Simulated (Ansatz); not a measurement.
# CO, triplet: vertical spin and charge gaps

Geometry (PBE0/def2-TZVP stationary point for this spin):

```xyz
2

O     0.0000    0.0000    0.0000
C     0.0000    0.0000    1.1955
```

Basis cc-pVDZ; Ansatz 0.2.0. Only valence electrons are correlated (noble-gas cores frozen). R marks a restricted (for open shells ROHF) determinant, U an unrestricted one. Active spaces: valence = (10e, 8o) chosen from the atoms' valence shells.

Gaps are energies of the second state less the first, at fixed atoms, for a selection of the levels run; each method lands on the state that its own search finds for that charge and spin.

Unrestricted rows (U, and Kohn–Sham where it breaks symmetry) aren't spin-pure: their determinants' ⟨S²⟩ exceeds S(S+1) by up to 0.49, so they mix in states of higher spin, at the starting point too. For open shells CISD and CISDTQ are restricted-active-space CI with the open shells as a complete middle space. A value is left out where its run failed or describes another state than the reference as far as symmetry and spin tell, or, spin-broken singlets apart, can't be checked.

Q: PBE gives 8.264 eV for removing an electron, to the doublet. Estimate what UCCSDTQ gives in cc-pVDZ.

A: UCCSDTQ in cc-pVDZ gives 7.738 eV, so against it PBE is off by 0.526 eV.

| level | gap (eV) | error (meV) | ⟨S²⟩ where 0.1 over S(S+1) (first / second) |
| --- | --- | --- | --- |
| RHF | 8.532 | 794 | – / – |
| UHF | 8.311 | 573 | 2.20 / 1.24 |
| RMP2 | 7.600 | -138 | – / – |
| UMP2 | 8.231 | 493 | 2.20 / 1.24 |
| CISD | 8.017 | 279 | – / – |
| RCCSD | 7.904 | 166 | – / – |
| UCCSD* | 7.905 | 167 | 2.20 / 1.24 |
| RCCSD(T) | 7.756 | 18 | – / – |
| UCCSD(T)* | 7.819 | 81 | 2.20 / 1.24 |
| BCCD(T) | 7.754 | 16 | – / – |
| RCCSDT | 7.750 | 12 | – / – |
| UCCSDT | 7.753 | 15 | 2.20 / 1.24 |
| CISDTQ | 7.770 | 32 | – / – |
| RCCSDT(Q) | 7.741 | 3 | – / – |
| UCCSDT(Q) | 7.720 | -18 | 2.20 / 1.24 |
| RCCSDTQ | 7.737 | -1 | – / – |
| CASSCF (valence space) | 6.452 | -1286 | – / – |
| NEVPT2 (valence space) | 7.523 | -215 | – / – |
| MRCISD (valence space) | 7.618 | -120 | – / – |
| MRCISD+Q (valence space) | 7.727 | -11 | – / – |
| r2SCAN | 8.519 | 781 | – / – |
| PBE0 | 8.540 | 802 | – / – |
| B3LYP | 8.517 | 779 | – / – |
| wB97M-V | 8.259 | 521 | – / – |
| B2PLYP | 8.124 | 386 | – / – |
| RPA-PBE | 7.957 | 219 | – / – |

An asterisk marks runs whose energy the program itself flagged as in doubt.

Singlet less triplet: -5.905 eV at UCCSDTQ.

```
                   level  gap (eV)  error (meV)  ⟨S²⟩ where 0.1 over S(S+1) (first / second)
                     RHF    -5.109          796                                        – / –
                     UHF    -4.794         1111                                     2.20 / –
                    RMP2    -5.966          -61                                        – / –
                    UMP2    -6.324         -419                                     2.20 / –
                    CISD    -5.721          184                                        – / –
                   RCCSD    -5.841           64                                        – / –
                   UCCSD    -5.825           80                                     2.20 / –
                RCCSD(T)    -5.911           -6                                        – / –
                UCCSD(T)    -5.926          -21                                     2.20 / –
                 BCCD(T)    -5.919          -14                                        – / –
                  RCCSDT    -5.900            5                                        – / –
                  UCCSDT    -5.898            7                                     2.20 / –
                  CISDTQ    -5.876           29                                        – / –
               RCCSDT(Q)    -5.910           -5                                        – / –
               UCCSDT(Q)    -5.900            5                                     2.20 / –
                 RCCSDTQ    -5.905            0                                        – / –
  CASSCF (valence space)    -6.181         -276                                        – / –
  NEVPT2 (valence space)    -5.838           67                                        – / –
  MRCISD (valence space)    -5.914           -9                                        – / –
MRCISD+Q (valence space)    -5.893           12                                        – / –
                     PBE    -5.564          341                                        – / –
                  r2SCAN    -5.392          513                                        – / –
                    PBE0    -5.518          387                                        – / –
                   B3LYP    -5.669          236                                        – / –
                 wB97M-V    -5.995          -90                                        – / –
                  B2PLYP    -5.814           91                                        – / –
                 RPA-PBE    -5.908           -3                                        – / –
```

Quintet less triplet: 5.800 eV at UCCSDTQ.

| level | gap (eV) | error (meV) | ⟨S²⟩ where 0.1 over S(S+1) (first / second) |
| --- | --- | --- | --- |
| RHF | 3.628 | -2172 | – / – |
| UHF | 3.750 | -2050 | 2.20 / – |
| RMP2 | 5.890 | 90 | – / – |
| UMP2 | 5.534 | -266 | 2.20 / – |
| CISD | 5.334 | -466 | – / – |
| RCCSD | 5.584 | -216 | – / – |
| UCCSD | 5.596 | -204 | 2.20 / – |
| RCCSD(T) | 5.770 | -30 | – / – |
| UCCSD(T) | 5.752 | -48 | 2.20 / – |
| BCCD(T) | 5.765 | -35 | – / – |
| RCCSDT | 5.784 | -16 | – / – |
| UCCSDT | 5.784 | -16 | 2.20 / – |
| CISDTQ | 5.778 | -22 | – / – |
| RCCSDT(Q) | 5.803 | 3 | – / – |
| UCCSDT(Q) | 5.811 | 11 | 2.20 / – |
| RCCSDTQ | 5.802 | 2 | – / – |
| CASSCF (valence space) | 5.693 | -107 | – / – |
| NEVPT2 (valence space) | 5.820 | 20 | – / – |
| MRCISD (valence space) | 5.796 | -4 | – / – |
| MRCISD+Q (valence space) | 5.809 | 9 | – / – |
| PBE | 6.145 | 345 | – / – |
| r2SCAN | 5.603 | -197 | – / – |
| PBE0 | 5.643 | -157 | – / – |
| B3LYP | 5.942 | 142 | – / – |
| wB97M-V | 5.931 | 131 | – / – |
| B2PLYP | 5.953 | 153 | – / – |
| RPA-PBE | 5.980 | 180 | – / – |

In so small a basis the reference is far from its limit while semilocal and hybrid functionals are nearer theirs (RPA and double hybrids share much of the reference's basis error), so the functionals' errors here hold much of the reference's basis and frozen-core error, which can add to them or hide them.

Full CI isn't at hand for all of this; UCCSDTQ serves as the reference, and is uncertain by about the last step of the cluster series. The frozen core follows each run's orbitals, which can shift R against U totals by a few meV.
